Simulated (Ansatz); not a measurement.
hcp Zr

Method: r²SCAN-D4 in Ansatz (plane waves, PAW).

Settings: plane-wave cutoff 500 eV, 30×30×14 k mesh (along the axes of the cell as run), Fermi–Dirac smearing 0.1 eV, scalar-relativistic PAW data made under PBE.

Cell (relaxed at this level):

```
CELL_PARAMETERS angstrom
      1.61972    -2.80544     0.00000
      1.61972     2.80544     0.00000
      0.00000     0.00000     5.15161
ATOMIC_POSITIONS crystal
  Zr 0.33333 0.66667 0.25000
  Zr 0.66667 0.33333 0.75000
```

For hcp Zr, the equilibrium volume per atom is 23.41 Å³/atom and the lattice parameter a is 3.239 Å. The c axis length is 5.152 Å.

Measured, for comparison: lattice constant a 3.232 Å, lattice parameter c 5.148 Å (293 K, no zero-point or thermal correction; as tabulated in Wikipedia's data pages). Computed (rounded) less measured: lattice constant a +0.2 %, lattice parameter c +0.1 %.

Ansatz is a quantum-chemistry and plane-wave program.
